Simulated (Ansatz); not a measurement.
System: C$_{4}$H$_{7}$ (charge -1, singlet). It need not be the lowest isomer of its formula. Whether it binds its extra electron was not tested at this geometry. 
Structure (B3LYP-D3(BJ)/def2-TZVP (Ansatz, an electronic-structure program) minimum search):
```xyz
11

C     -0.0176     0.0925     1.5714
C     -0.0025     0.0204     0.2247
H     -0.0196    -0.9489     1.9786
C      0.0039     1.2750    -0.6326
H     -0.0053     2.1516     0.0165
H      0.8905     1.3334    -1.2875
H     -0.8682     1.3292    -1.3069
C      0.0099    -1.2429    -0.6310
H      0.0051    -2.1339     0.0007
H     -0.8605    -1.3029    -1.3078
H      0.8955    -1.2987    -1.2884
```
Charge -1, spin multiplicity 1.

Basis-set convergence of Hartree-Fock and MP2 correlation energies (hartree) with Ansatz. Cores are frozen in the correlated levels unless marked. No spin-orbit coupling. No relativistic terms. This anion needs diffuse functions, which these sets lack.

| basis | functions | E(HF) | E(corr, MP2) |
|---|---|---|---|
| cc-pVDZ | 91 | -155.43547 | -0.56807 |
| cc-pVTZ | 218 | ___ | ___ |

Problem. Some entries are withheld; supply them.

Solution. 
- cc-pVTZ, E(HF): -155.48452
- cc-pVTZ, E(corr, MP2): -0.69679
